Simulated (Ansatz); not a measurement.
Rock-salt HfC, treated with PBEsol in Ansatz (PAW).

Numerical settings: plane-wave cutoff 520 eV, 16×16×16 k mesh, Fermi–Dirac smearing 0.1 eV, perturbation theory, force constants from a 4×4×4 q mesh, scalar-relativistic PAW data made under PBE.

Quasi-harmonic isothermal bulk modulus against temperature at zero pressure (zero-point motion included); the last value is withheld.

```
T (K)  isothermal bulk modulus (GPa)
-----  -----------------------------
300                            240.0
400                            237.6
500                            235.2
600                            232.6
700                            230.0
800                                ?
```

### Question
Fit a straight line to the rows shown and predict the value at 800 K.

### Answer
Means: 500 K and 235.08 GPa. Σ(T − T̄)(y − ȳ) = -2500.0 and Σ(T − T̄)² = 100000, so the slope is -0.025 GPa/K. At 800 K: 235.08 + (-0.025) × 300 = 227.6 GPa. The run gives 227.4 GPa.

Anharmonicity beyond the change of volume is left out, and so is the electrons' share.

Ansatz is a program for electronic structure.
